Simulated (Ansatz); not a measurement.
C4H6S can be A, `CC1C=CS1`, or B, `C=C1SC1C`.

Calculated with Ansatz (gas phase, PBE0-D4/def2-TZVP geometries, no zero-point term in ΔE). CCSD(T)/CBS adds triple-zeta CCSD(T) − MP2 to the extrapolated MP2 energy (def2 sets, frozen cores). DFT in def2-TZVPP. B3LYP here is the variant with VWN-RPA as its local correlation; programs differ in this.

(1) Which is lower in electronic energy at CCSD(T)/CBS, and by how much? (Best estimate.)

(2) Give E(B) − E(A) in kcal/mol with PBE-D4, B3LYP, B2PLYP, CCSD(T)/def2-TZVPP, B3LYP-D4, ωB97M-V, CCSD/def2-TZVPP. (An estimate is asked.)

Largest T1 diagnostic: 0.012.

Results:

(1) Computed: A, by 3.2 kcal/mol.

(2) The calculation gave: PBE-D4 0.3, B3LYP -0.1, B2PLYP 1.1, CCSD(T)/def2-TZVPP 2.8, B3LYP-D4 0.3, ωB97M-V 2.6, CCSD/def2-TZVPP 2.9. None reverses the order clearly.

From PBE to PBE0 (25 % exact exchange), in def2-TZVPP and without D4, E(B) − E(A) moves by +1.3 kcal/mol.
